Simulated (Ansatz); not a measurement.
Geometry optimisation, Ansatz 0.2.0, RKS PBE/def2-SVP.

The input (input.yaml):

```yaml
crystal:
  periodic: [false, false, false]
  atoms:
    - { symbol: Al, position_ang: [0.006856, 0.211613, 0.030358] }
    - { symbol: H, position_ang: [-0.068709, 0.310652, 1.598554] }
    - { symbol: H, position_ang: [1.428014, 0.251601, -0.703517] }
    - { symbol: H, position_ang: [-1.343429, 0.093114, -0.82047] }
    - { symbol: P, position_ang: [0.165938, -2.980994, 1.389095] }
    - { symbol: H, position_ang: [-0.654443, -3.036136, 0.204856] }
    - { symbol: H, position_ang: [1.390135, -2.869377, 0.636987] }
    - { symbol: H, position_ang: [0.023337, -1.558373, 1.550137] }
basis:
  gaussian: { orbitals: def2-SVP }
hamiltonian:
  xc: pbe
relax:
  f_tol: 0.03
  max_steps: 50
```

Launched with:

```bash
$ ansatz run input.yaml --threads 1 --pin off --max-ram 2048MiB --backend cpu --events-out ev --progress --plain --runs-dir out
```

Question: Where does it end, and by what steps?

Answer: The forces met the threshold. After 6 steps the energy has fallen by 0.126 eV; H2 moved furthest, 0.43 Å.

```
step  energy less start (eV)  largest force component (eV/Å)  accepted
   0                  0.0000                           0.395       yes
   1                 -0.0605                           0.110       yes
   2                 -0.0838                           0.335       yes
   3                 -0.1071                           0.475       yes
   4                 -0.1154                           0.171       yes
   5                 -0.1242                           0.102       yes
   6                 -0.1262                           0.014       yes
```

```xyz
8
Properties=species:S:1:pos:R:3
Al 0.021 0.059 0.132
H -0.085 0.742 1.584
H 1.453 -0.070 -0.575
H -1.319 -0.235 -0.697
P 0.178 -2.982 1.210
H -0.665 -2.812 0.055
H 1.382 -2.660 0.489
H -0.019 -1.620 1.689
```

Whether the end is a true minimum wasn't checked by a vibrational analysis.

The run took 9.4 s on 1 thread of Arm Neoverse V2 (shared host), peak memory 0.11 GiB.
